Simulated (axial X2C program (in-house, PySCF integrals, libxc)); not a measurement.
# NBO: bond lengths and stretches, held linear

Aim: the two bond lengths and stretching wavenumbers of linear NBO, with and without spin–orbit coupling, at PBE0, HF, TPSSh, MP2.

Computed with an in-house X2C program for linear molecules on PySCF integrals. Level: all-electron X2C, two-component (2c) or spin-free, N dyall-av3z, B dyall-v3z, O dyall-av3z.

All values are calculated.

2 further runs of the same task are left out: 2 set aside as unsound or not needed.

## (1) Input

task.json

```json
{
 "zs": [
  7,
  5,
  8
 ],
 "q": 0,
 "bas": [
  "dyall-av3z",
  "dyall-v3z",
  "dyall-av3z"
 ],
 "r0": [
  1.38,
  1.35
 ],
 "symm": 0,
 "scan": [
  "PBE0",
  "HF",
  "TPSSh"
 ],
 "levels": [
  "PBE0",
  "HF",
  "TPSSh"
 ],
 "nst": 2
}
```

Keys: zs atomic numbers; q charge; bas basis sets; r0 starting distance in Å; symm equal bonds; scan levels of the two-bond scan (MP2 follows by itself at each HF point); levels methods; nst determinants followed.

The run is started by

```bash
> python solin.py task.json out
```

Masses N 14.003, B 11.009, O 15.995 u.

## (2) Scan at PBE0, 2c

State: Ω = 1 (beyond evenly filled blocks: ω = -1/2, ω = 3/2). Energies above the lowest point, from the job's result record:

```csv
r(N–B) (Å),r(B–O) (Å),E (meV)
1.3884,1.1807,67.58
1.3884,1.2110,21.28
1.3884,1.2413,51.24
1.4240,1.1807,40.05
1.4240,1.2110,0.00
1.4240,1.2413,36.50
1.4240,1.2716,135.59
1.4596,1.1807,52.23
1.4596,1.2110,17.62
1.4596,1.2413,59.81
1.4952,1.2110,67.02
1.4952,1.2716,224.31
```

A quadratic surface with cubic terms in each bond gives the minimum at 1.424 and 1.211 Å, force constants 4.88, 13.3 and coupling 0.84 mdyn/Å.

## (3) Scan at HF, 2c

State: Ω = 1 (beyond evenly filled blocks: ω = -1/2, ω = 3/2). Energies above the lowest point, from the job's result record:

```csv
r(N–B) (Å),r(B–O) (Å),E (meV)
1.3884,1.1807,61.77
1.3884,1.2110,89.13
1.3884,1.2413,194.86
1.4240,1.1807,7.83
1.4240,1.2110,39.50
1.4240,1.2413,149.78
1.4240,1.2716,324.24
1.4596,1.1807,0.00
1.4596,1.2110,35.33
1.4596,1.2413,149.49
1.4952,1.2110,68.77
1.4952,1.2716,368.22
```

A quadratic surface with cubic terms in each bond gives the minimum at 1.448 and 1.184 Å, force constants 5.04, 15.9 and coupling 0.58 mdyn/Å.

## (4) Scan at TPSSh, 2c

State: Ω = 1 (beyond evenly filled blocks: ω = -1/2, ω = 3/2). Energies above the lowest point, from the job's result record:

```csv
r(N–B) (Å),r(B–O) (Å),E (meV)
1.3884,1.1807,87.19
1.3884,1.2110,22.94
1.3884,1.2413,34.41
1.4240,1.1807,57.92
1.4240,1.2110,0.00
1.4240,1.2413,18.04
1.4240,1.2716,98.18
1.4596,1.1807,68.08
1.4596,1.2110,15.67
1.4596,1.2413,39.46
1.4952,1.2110,62.87
1.4952,1.2716,182.94
```

A quadratic surface with cubic terms in each bond gives the minimum at 1.425 and 1.218 Å, force constants 4.83, 12.7 and coupling 0.85 mdyn/Å.

## (5) Comparison

| level | r(N–B) (Å) | r(B–O) (Å) | lower stretch (cm⁻¹) | upper stretch (cm⁻¹) |
| --- | --- | --- | --- | --- |
| PBE0, 2c | 1.424 | 1.211 | 909.4 | 1930.2 |
| HF, 2c | 1.448 | 1.184 | 921.4 | 2119.9 |
| TPSSh, 2c | 1.425 | 1.218 | 903.7 | 1883.1 |
| MP2, 2c | 1.452 | 1.217 | 885.3 | 2000.1 |
| PBE0, spin-free | 1.424 | 1.211 | 909.5 | 1930.2 |
| HF, spin-free | 1.448 | 1.184 | 921.5 | 2119.8 |
| TPSSh, spin-free | 1.425 | 1.218 | 903.7 | 1883.1 |
| MP2, spin-free | 1.452 | 1.217 | 885.4 | 2000.2 |

Scans not shown above were run alike.

**Reading.** Over the levels the N–B bond spans 1.424 to 1.452 Å and the B–O bond 1.184 to 1.218 Å. At PBE0 spin–orbit coupling leaves both bonds unchanged to 0.001 Å. Each state is one determinant, the lowest of a limited PBE0 search; the stretches come from a fit to few points and are good to some per cent at best. MP2 freezes inner shells (threshold -2 hartree). The molecule was held linear; bending was not examined, so a bent shape may lie lower. Open-shell Ω = 0 determinants with evenly filled partner blocks cannot be reached by this program, so the Ω shown need not be the lowest component. Note: several unpaired electrons, one determinant need not be a pure state.
